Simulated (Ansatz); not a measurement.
Consider the substitution at a C–F bond: `CC(F)F` + CH₃OH → `COC(C)F` + H–F.

Computed with Ansatz on PBE0-D4/def2-TZVP structures; ΔE is electronic, products minus reactants. CBS: MP2 limit from def2 TZ/QZ plus the TZ coupled-cluster correction, frozen cores. This one scheme is used for every species. DFT in def2-TZVPP. B3LYP here is the variant with VWN-RPA as its local correlation; programs differ in this. Each species was taken in one conformer, which may not be the lowest.

`CC(F)F`:

```xyz
8

C    -0.188    0.743    0.169
C     0.236   -0.663   -0.117
F     0.265   -0.884   -1.459
F    -0.657   -1.543    0.412
H    -1.177    0.918   -0.258
H     0.523    1.442   -0.273
H    -0.226    0.907    1.246
H     1.225   -0.920    0.279
```

CH₃OH:

```xyz
6

C    -0.240   -0.194    0.178
O     0.751    0.076   -0.787
H    -0.537   -1.235    0.049
H    -1.131    0.433    0.050
H     0.131   -0.070    1.203
H     1.026    0.990   -0.693
```

`COC(C)F`:

Z-matrix (Å, degrees):
```
C
O 1 1.412
H 1 1.093 2 111.3
H 1 1.089 2 106.9 3 119.4
H 1 1.097 2 110.9 3 -121.7
C 2 1.369 1 114.1 3 65.6
F 6 1.393 2 109.7 1 -67.2
C 6 1.500 2 109.5 1 173.3
H 6 1.101 2 110.8 1 48.2
H 8 1.091 6 109.4 2 57.0
H 8 1.090 6 110.0 2 177.1
H 8 1.091 6 109.9 2 -62.7
```

H–F:

Cartesian coordinates in Å:
```
F 0.372 -0.270 0.013
H -0.372 0.270 -0.013
```

```json
{"species": "`CC(F)F`", "B3LYP-D4 energy (Eh)": "-278.44284"}
{"species": "CH₃OH", "B3LYP-D4 energy (Eh)": "-115.78095"}
{"species": "`COC(C)F`", "B3LYP-D4 energy (Eh)": "-293.73576"}
{"species": "H–F", "B3LYP-D4 energy (Eh)": "-100.49283"}
```

Question: Work out ΔE.

Answer: ΔE = (-293.73576) + (-100.49283) − (-278.44284) − (-115.78095) = -0.00480 Eh = -3.0 kcal/mol. CCSD(T)/CBS gives -5.1 kcal/mol.

Question: What do rigid-rotor, harmonic-oscillator terms from PBE0-D4/def2-TZVP frequencies (298.15 K, 1 bar) make of the CCSD(T)/CBS value? (An estimate is asked.)

Answer: Ansatz gave: ΔZPE = -1.0 kcal/mol, ΔH = -5.6 kcal/mol, ΔS = -27 J/(mol·K), ΔG = -3.7 kcal/mol.

Largest T1 diagnostic among the species: 0.011.

In def2-TZVPP, CCSD(T) changes the Hartree–Fock value by −4.3 kcal/mol (the triples alone add −0.6 kcal/mol) and MP2 by −5.5 kcal/mol. From BLYP to BHLYP (50 % exact exchange), in def2-TZVPP and without D4, ΔE moves by −0.9 kcal/mol.
